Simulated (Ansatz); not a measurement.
Run this with the Ansatz DFT code, driven from Python and show what comes out.

`bend_ch5osi.py`
```python
import ansatz as az
from ase import Atoms

BASIS = "def2-SVP"
FUNCTIONAL = "PBE0"
NET_CHARGE = -1
FMAX = 0.02

atoms = Atoms(["C", "O", "Si", "H", "H", "H", "H", "H"], positions=[
    (1.0444, 0.0913, -0.1036),
    (0.0461, -0.8036, -0.5691),
    (-1.5336, -0.5274, -0.1228),
    (0.8684, 1.109, -0.4705),
    (1.1027, 0.0874, 0.9909),
    (2.0105, -0.2446, -0.4933),
    (-1.9254, 0.8249, -0.5899),
    (-1.6131, -0.537, 1.3584),
])

first = (
    az.Crystal.molecule_from_ase(atoms).calculation()
    .basis(gaussian=BASIS)
    .functional(FUNCTIONAL)
    .charge(NET_CHARGE)
    .accuracy("medium")
    .relax(force_tolerance=FMAX, max_steps=80)
)
atoms.positions = first.run().report["positions_ang"]

rows = []
for angle in [90, 100, 110, 120, 135, 150, 165, 179]:
    bent = atoms.copy()
    bent.set_angle(2, 1, 0, angle, indices=[0, 3, 4, 5])
    calc = az.Crystal.molecule_from_ase(bent).calculation()
    calc = calc.basis(gaussian=BASIS)
    calc = calc.functional(FUNCTIONAL).charge(NET_CHARGE)
    calc = calc.accuracy("medium")
    rows.append((angle, calc.run().report["free_energy_ev"]))
floor = min(e for _, e in rows)
for angle, e in rows:
    print(f"angle Si2-O1-C0 = {angle:3d} deg   {1000 * (e - floor):9.1f} meV")
```

`python bend_ch5osi.py` gives:
```text
angle Si2-O1-C0 =  90 deg      1323.8 meV
angle Si2-O1-C0 = 100 deg       438.9 meV
angle Si2-O1-C0 = 110 deg        86.2 meV
angle Si2-O1-C0 = 120 deg         0.0 meV
angle Si2-O1-C0 = 135 deg       112.1 meV
angle Si2-O1-C0 = 150 deg       336.0 meV
angle Si2-O1-C0 = 165 deg       545.3 meV
angle Si2-O1-C0 = 179 deg       646.3 meV
```

What to keep in mind:
- These settings explore the input space; basis and method may be short of convergence.
- The scan is rigid, and the energies are electronic, in a modest basis. The zero is the lowest point of the grid, which needn't be the minimum.
- Anions want diffuse functions, which this basis lacks.
- It ran for 28 s on 1 thread of Arm Neoverse V1, on a shared host, peak memory 0.21 GiB.
